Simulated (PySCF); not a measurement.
Rows and methods have been separated. Pair them.

Species: C6H8.
InChI=1S/C6H8/c1-2-6-4-3-5(1)6/h1-4H2

The closed-shell ground state was solved 3 times with PySCF (density fitting, gas phase), always in the aug-cc-pVTZ basis (460 functions), with these functionals: CAM-B3LYP, PBE0 and wB97X-D. Isolated species at its PBE0-D3(BJ)/def2-TZVP geometry, gas phase.

```csv
row,total energy (Eh),HOMO (eV),LUMO (eV),dipole (D)
P,-233.2541,-7.92,0.32,0.18
Q,-233.1117,-6.65,-0.02,0.18
R,-233.3141,-8.44,0.92,0.18
```

Task: Which functional belongs to which row?

Result: P = CAM-B3LYP, Q = PBE0, R = wB97X-D. By rising HOMO–LUMO gap: PBE0 (global hybrid, 25 % exact exchange) 6.63 eV; CAM-B3LYP (range-separated hybrid) 8.24 eV; wB97X-D (range-separated hybrid) 9.36 eV. Total energies of different functionals aren't bounds to one another; each is stationary for its own functional.

The pairwise dispersion term of wB97X-D wasn't added to the energies; at a given geometry it leaves orbitals and properties as they are.
